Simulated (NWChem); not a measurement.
## Correlation energy of C (+1)

```xyz
1

C      0.0000     0.0000     0.0000
```
Charge +1, spin multiplicity 2.

The numbers come from NWChem runs, not from measurements.

Basis set: 6-31G*. Each correlation energy counts from its own Hartree-Fock reference.

The correlated methods keep 1 core orbital frozen. The Pople sets run with spherical d functions. No SCF solution was tested for a lower state. Open-shell Hartree-Fock references start from PBE0 orbitals. Coupled-cluster values serve here as a point of comparison, not as the truth.

Problem. For the correlation energy, CCSD on UHF gives -67.0 mHa and CCSDT on ROHF gives -71.7 mHa. What do CCSD on ROHF, CCSD[T] on ROHF, SCS-UMP2 give?

Solution. CCSD on ROHF: -70.6 mHa; CCSD[T] on ROHF: -71.4 mHa; SCS-UMP2: -49.1 mHa.
